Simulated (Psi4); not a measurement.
# triplet BOF at 5 levels

We compute a comparison of 5 runs (UB3LYP/cc-pVTZ, UBLYP/cc-pVTZ, UM06-L/cc-pVTZ, UPBE/cc-pVTZ, UPBE0/cc-pVTZ) of triplet BOF. 

The results are computed with Psi4 1.11.

5 further runs of the same task are left out: 5 that didn't finish.

## 1. The system as given

BOF has 3 atoms, charge 0, and is taken as a triplet. As SMILES of the parent species, `O=BF`. The coordinates come from a PBE0-D4/def2-TZVP relaxation. That shape belongs to the parent species and isn't relaxed for this state.

Bond lengths: O1–B2 1.206 Å, B2–F3 1.282 Å. Angles: O1–B2–F3 180.0°.

## 2. A single-point energy at UB3LYP/cc-pVTZ (run 1)

Contents of run.py:

```python
import psi4

psi4.set_memory('1600 MB')
psi4.set_num_threads(1)
psi4.core.set_output_file('run.log', False)

geom = psi4.geometry("""
0 3
O      0.983100    -0.565100     0.479900
B      0.020300    -0.011600     0.009900
F     -1.003400     0.576800    -0.489800
units angstrom
symmetry c1
no_reorient
no_com
""")

options = {'basis': 'cc-pVTZ', 'reference': 'uks', 'puream': True, 'e_convergence': 1e-09, 'd_convergence': 1e-08, 'scf_type': 'pk', 'dft_radial_points': 99, 'dft_spherical_points': 590, 'maxiter': 100}
psi4.set_options(options)

energy_value, wavefunction = psi4.energy('b3lyp', molecule=geom, return_wfn=True)
print(f'total energy {energy_value:.8f} hartree = {energy_value * 27.211386:.5f} eV')
```

Launch:

```console
python run.py
```

run.log:

```text
[...]
  Running in c1 symmetry.
[...]
  Nuclear repulsion =   51.438950129702292
[...]
  Multiplicity = 3
[...]
  Nalpha       = 12
  Nbeta        = 10
[...]
    Number of basis functions: 90
[...]
   @UKS iter   1:  -199.69611700799996   -2.55101e-01   5.72595e-03 DIIS/ADIIS
[...]
   @UKS iter  14:  -199.80060811437664   -3.41061e-12   7.46520e-09 DIIS
[...]
   @S^2 Observed:                2.001969595E+00
[...]
  @UKS Final Energy:  -199.80060811437664
   => Energetics <=
    Nuclear Repulsion Energy =             51.4389501297022917
    One-Electron Energy =                -376.1832661773001405
    Two-Electron Energy =                 143.5811658225791803
    DFT Exchange-Correlation Energy =     -18.6374578893579610
    Empirical Dispersion Energy =           0.0000000000000000
    VV10 Nonlocal Energy =                  0.0000000000000000
    Total Energy =                       -199.8006081143766437
[...]
 Multipole Moments:
 ------------------------------------------------------------------------------------
     Multipole            Electronic (a.u.)      Nuclear  (a.u.)        Total (a.u.)
 ------------------------------------------------------------------------------------
 L = 1.  Multiply by 2.5417464519 to convert [e a0] to [Debye]
 Dipole X            :          2.1558600           -2.0112355            0.1446245
 Dipole Y            :         -1.2413600            1.1572683           -0.0840917
 Dipole Z            :          1.0525562           -0.9817127            0.0708434
 Magnitude           :                                                    0.1816767
[...]
```

The script printed:

```text
total energy -199.80060811 hartree = -5436.85147 eV
```

It took 15 s on 1 thread of Intel Xeon Platinum 8223CL at 3.00GHz (Skylake/Cascade Lake), shared host; peak memory 0.73 GiB.

## 3. The energy at UBLYP/cc-pVTZ (run 2)

Contents of input.in:

```
memory 1.6 GB

molecule system {
  0 3
  O      0.983100    -0.565100     0.479900
  B      0.020300    -0.011600     0.009900
  F     -1.003400     0.576800    -0.489800
  units angstrom
  symmetry c1
}

set {
  basis cc-pVTZ
  reference uks
  puream true
  e_convergence 1e-09
  d_convergence 1e-08
  scf_type pk
  dft_radial_points 99
  dft_spherical_points 590
  maxiter 100
}

energy("blyp")
```

Launch:

```console
psi4 -i input.in -o input.out -n 1
```

input.out:

```text
[...]
  Running in c1 symmetry.
[...]
  Nuclear repulsion =   51.438950129702292
[...]
  Multiplicity = 3
[...]
  Nalpha       = 12
  Nbeta        = 10
[...]
    Number of basis functions: 90
[...]
   @UKS iter   1:  -199.57714990111316   -4.44561e-02   7.92592e-03 ADIIS/DIIS
[...]
   @UKS iter  14:  -199.78110736923423   -1.33582e-12   4.43432e-09 DIIS
[...]
   @S^2 Observed:                2.001504110E+00
[...]
  @UKS Final Energy:  -199.78110736923423
   => Energetics <=
    Nuclear Repulsion Energy =             51.4389501297022917
    One-Electron Energy =                -376.1260939471565621
    Two-Electron Energy =                 147.9322627170012083
    DFT Exchange-Correlation Energy =     -23.0262262687811443
    Empirical Dispersion Energy =           0.0000000000000000
    VV10 Nonlocal Energy =                  0.0000000000000000
    Total Energy =                       -199.7811073692342347
[...]
 Multipole Moments:
 ------------------------------------------------------------------------------------
     Multipole            Electronic (a.u.)      Nuclear  (a.u.)        Total (a.u.)
 ------------------------------------------------------------------------------------
 L = 1.  Multiply by 2.5417464519 to convert [e a0] to [Debye]
 Dipole X            :         -0.0005538            0.0000155           -0.0005383
 Dipole Y            :         -0.0000033           -0.0000008           -0.0000042
 Dipole Z            :         -0.9330898            1.0067641            0.0736743
 Magnitude           :                                                    0.0736762
[...]
```

Run time: 13 s. Hardware: 1 thread of Intel Xeon Platinum 8223CL at 3.00GHz (Skylake/Cascade Lake), shared host; peak memory 0.75 GiB.

## 4. Energy and gradient at UM06-L/cc-pVTZ (run 3)

Contents of bfo.dat:

```
memory 1.6 GB

molecule {
  0 3
  O      0.983100    -0.565100     0.479900
  B      0.020300    -0.011600     0.009900
  F     -1.003400     0.576800    -0.489800
  symmetry c1
  no_reorient
  no_com
}

set basis cc-pVTZ
set reference uks
set puream true
set e_convergence 1e-09
set d_convergence 1e-08
set scf_type pk
set dft_radial_points 99
set dft_spherical_points 590
set maxiter 100

result, w = gradient("m06-l", return_wfn=True)
print_variables()
```

Launch:

```console
psi4 -i bfo.dat -o bfo.out -n 1
```

bfo.out:

```text
[...]
  Running in c1 symmetry.
[...]
  Nuclear repulsion =   51.438950129702292
[...]
  Multiplicity = 3
[...]
  Nalpha       = 12
  Nbeta        = 10
[...]
    Number of basis functions: 90
[...]
   @UKS iter   1:  -199.61583932334429   -1.80840e-01   6.20820e-03 DIIS/ADIIS
[...]
   @UKS iter  17:  -199.74879518465596   -1.25056e-12   8.44071e-09 DIIS
[...]
   @S^2 Observed:                2.003396352E+00
[...]
  @UKS Final Energy:  -199.74879518465596
   => Energetics <=
    Nuclear Repulsion Energy =             51.4389501297022917
    One-Electron Energy =                -376.2183483417087473
    Two-Electron Energy =                 148.0651937520282786
    DFT Exchange-Correlation Energy =     -23.0345907246777593
    Empirical Dispersion Energy =           0.0000000000000000
    VV10 Nonlocal Energy =                  0.0000000000000000
    Total Energy =                       -199.7487951846559611
[...]
  -Total Gradient:
     Atom            X                  Y                   Z
    ------   -----------------  -----------------  -----------------
       1       -0.160309514752     0.091736832978    -0.078152190953
       2        0.128278193959    -0.072928244820     0.062418471527
       3        0.032073210619    -0.018832694786     0.015754176356
[...]
```

It took 40 s on 1 thread of Intel Xeon Platinum 8223CL at 3.00GHz (Skylake/Cascade Lake), shared host; peak memory 0.82 GiB.

Run 4 isn't shown in full; the table further down has it.

## 5. Energy and gradient at UPBE0/cc-pVTZ (run 5)

Contents of calc.py:

```python
import psi4

psi4.set_memory('1600 MB')
psi4.set_num_threads(1)
psi4.set_output_file('run.log', False)

geom = psi4.geometry("""
0 3
O      1.85778975    -1.06788423     0.90687957
B      0.03836144    -0.02192082     0.01870829
F     -1.89615119     1.08999403    -0.92558786
units bohr
symmetry c1
""")

options = {'basis': 'cc-pVTZ', 'reference': 'uks', 'puream': True, 'e_convergence': 1e-09, 'd_convergence': 1e-08, 'scf_type': 'pk', 'dft_radial_points': 99, 'dft_spherical_points': 590, 'maxiter': 100}
psi4.set_options(options)

energy_value, wavefunction = psi4.gradient("PBE0", return_wfn=True)
psi4.oeprop(wavefunction, "QUADRUPOLE", "WIBERG_LOWDIN_INDICES", "LOWDIN_CHARGES", title="PBE0")
print('gradient / Eh bohr^-1')
print(energy_value.np.round(6))
print(f'energy = {wavefunction.energy():.10f} Eh')
for k, v in sorted(psi4.core.scalar_variables().items()):
    print(f'{k:45s} {v:18.10f}')
```

Launch:

```console
python calc.py
```

run.log:

```text
[...]
  Running in c1 symmetry.
[...]
  Nuclear repulsion =   51.438950188684615
[...]
  Multiplicity = 3
[...]
  Nalpha       = 12
  Nbeta        = 10
[...]
    Number of basis functions: 90
[...]
   @UKS iter   1:  -199.49863415291847   -3.08323e-01   5.04684e-03 ADIIS/DIIS
[...]
   @UKS iter  13:  -199.58422912926289   -1.64846e-12   4.91151e-09 DIIS
[...]
   @S^2 Observed:                2.002366983E+00
[...]
  @UKS Final Energy:  -199.58422912926289
   => Energetics <=
    Nuclear Repulsion Energy =             51.4389501886846148
    One-Electron Energy =                -376.1595663940158829
    Two-Electron Energy =                 142.4498020288953626
    DFT Exchange-Correlation Energy =     -17.3134149528269745
    Empirical Dispersion Energy =           0.0000000000000000
    VV10 Nonlocal Energy =                  0.0000000000000000
    Total Energy =                       -199.5842291292628943
[...]
  -Total Gradient:
     Atom            X                  Y                   Z
    ------   -----------------  -----------------  -----------------
       1        0.000102132586     0.000000764492    -0.201154369362
       2       -0.000200582583    -0.000001357752     0.169349039853
       3        0.000098448854     0.000000593450     0.031805826328
[...]
```

The script printed:

```text
gradient / Eh bohr^-1
[[ 1.02000e-04  1.00000e-06 -2.01154e-01]
 [-2.01000e-04 -1.00000e-06  1.69349e-01]
 [ 9.80000e-05  1.00000e-06  3.18060e-02]]
energy = -199.5842291293 Eh
CURRENT ENERGY                                   -199.5842291293
CURRENT REFERENCE ENERGY                         -199.5842291293
DD SOLVATION ENERGY                                 0.0000000000
DFT FUNCTIONAL TOTAL ENERGY                      -199.5842291293
DFT TOTAL ENERGY                                 -199.5842291293
DFT VV10 ENERGY                                     0.0000000000
DFT XC ENERGY                                     -17.3134149528
GRID ELECTRONS ALPHA                               11.9999999654
GRID ELECTRONS BETA                                 9.9999999635
GRID ELECTRONS TOTAL                               21.9999999289
NUCLEAR REPULSION ENERGY                           51.4389501887
ONE-ELECTRON ENERGY                              -376.1595663940
PCM POLARIZATION ENERGY                             0.0000000000
PE ENERGY                                           0.0000000000
SCF ITERATION ENERGY                             -199.5842291293
SCF ITERATIONS                                     13.0000000000
SCF TOTAL ENERGY                                 -199.5842291293
TWO-ELECTRON ENERGY                               142.4498020289
XC GRID RADIAL POINTS                              99.0000000000
XC GRID SPHERICAL POINTS                          590.0000000000
XC GRID TOTAL POINTS                           169589.0000000000
```

Run time: 20 s. Hardware: 1 thread of Intel Xeon Platinum 8223CL at 3.00GHz (Skylake/Cascade Lake), shared host; peak memory 0.73 GiB.

## 6. Overview of the runs

| run | level | task | energy (Eh) | dipole moment (D) | HOMO energy (eV) | ⟨S²⟩ | wall time |
| --- | --- | --- | --- | --- | --- | --- | --- |
| 1 | UB3LYP/cc-pVTZ | energy | -199.800608 | 0.46 | -3.03 | 2.002 | 15 s |
| 2 | UBLYP/cc-pVTZ | energy | -199.781107 | 0.19 | -2.19 | 2.002 | 13 s |
| 3 | UM06-L/cc-pVTZ | gradient | -199.748795 | 0.43 | -2.14 | 2.003 | 40 s |
| 4 | UPBE/cc-pVTZ | energy | -199.586752 | 0.20 | -2.37 | 2.002 | 14 s |
| 5 | UPBE0/cc-pVTZ | gradient | -199.584229 | 0.52 | -3.24 | 2.002 | 20 s |

## 7. What came out

```
                                 quantity          value
                      run 5: total energy  -199.58423 Eh
                     run 5: dipole moment         0.52 D
run 5: HOMO energy (highest over α and β)       -3.24 eV
                              run 5: ⟨S²⟩          2.002
          run 5: largest force on an atom    10.344 eV/Å
```

The dipole moment (its size) runs from 0.19 D (UBLYP/cc-pVTZ) to 0.52 D (UPBE0/cc-pVTZ). Totals of different functionals can't be ranked against each other. All runs together took 1.7 min, the longest 40 s.
